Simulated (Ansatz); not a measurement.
## Chromium, bcc: convergence with the plane-wave cutoff

Computed with Ansatz, LDA, scalar-relativistic PAW, on the relaxed cell (a = 2.788 Å; non-magnetic). Errors count from a run at 420 eV on a Γ-centred 26×26×26 mesh with Fermi-Dirac smearing of 0.05 eV, extrapolated to zero width. Fixed here: mesh 16×16×16, Fermi-Dirac width 0.05 eV. The pressure holds a Pulay correction and is unreliable far below the recommended cutoff.

| cutoff (eV) | E(σ→0) error (meV/atom) | P (GPa) | SCF iterations |
| --- | --- | --- | --- |
| 200 | 8320.9 | -55.70 | 14 |
| 250 | 1793.6 | 0.38 | 13 |
| 300 | 266.4 | 1.50 | 13 |
| 350 | 26.1 | 0.00 | 13 |
| 420 | -2.2 | 0.22 | 13 |
| 500 | -3.3 | 0.22 | 13 |
| 600 | -3.7 | 0.22 | 13 |
| 800 | -4.1 | 0.22 | 13 |

What does the run at 150 give (cutoff)?

E(σ→0) error (meV/atom): 34090.4; P (GPa): -24.54; SCF iterations: 13.

Within 5 meV/atom of the last row: from 420 eV on.
